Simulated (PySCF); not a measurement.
Isomers of C3H6F2. The calculation used PBE0-D3(BJ)/def2-SVP geometry optimisation, gas phase (PySCF 2.14.0). One conformer each; no zero-point energy, no entropy. No frequencies were run at this level. Point groups hold within 0.08 Å.

Question: Rank from lowest to highest electronic energy at this level (kJ/mol).
A. 2,2-difluoropropane, `C(F)(C)(C)F`
B. `[F:1][CH2:2][CH2:3][CH2:4][F:5]` with F1–C2–C3–C4 61°, C2–C3–C4–F5 62° (1,3-difluoropropane)
C. `[CH3:1][C@H:2]([F:3])[CH2:4][F:5]` with C1–C2–C4–F5 -173°

Answer: A (0.0), C (69.4), B (74.7).

As drawn, the lowest has two fluorines on one carbon, which the highest lacks. Neighbours under 10 kJ/mol apart (C[C@H](F)CF and FCCCF) can change places with a better method, another conformer or zero-point energy.

| SMILES | E (Eh) | E rel (kJ/mol) | dipole (D) | point group | A, B, C (MHz) |
| --- | --- | --- | --- | --- | --- |
| CC(C)(F)F | -317.06588 | 0.0 | 2.21 | C2v | 5192, 4869, 4843 |
| C[C@H](F)CF | -317.03946 | 69.4 | 2.77 | C1 | 8574, 3525, 2732 |
| FCCCF | -317.03741 | 74.7 | 2.01 | C2 | 9133, 3022, 2806 |

How do the relative energies change in single points at CAM-B3LYP/def2-SVPD (no added dispersion term) on the same geometries?

```tsv
SMILES	PBE0-D3(BJ)/def2-SVP (kJ/mol)	CAM-B3LYP/def2-SVPD (kJ/mol)	shift
CC(C)(F)F	0.0	0.0	0.0
C[C@H](F)CF	69.4	57.4	-12.0
FCCCF	74.7	64.5	-10.2
```

Each column counts from its own lowest isomer. The order is unchanged; the largest shift is 12.0 kJ/mol.
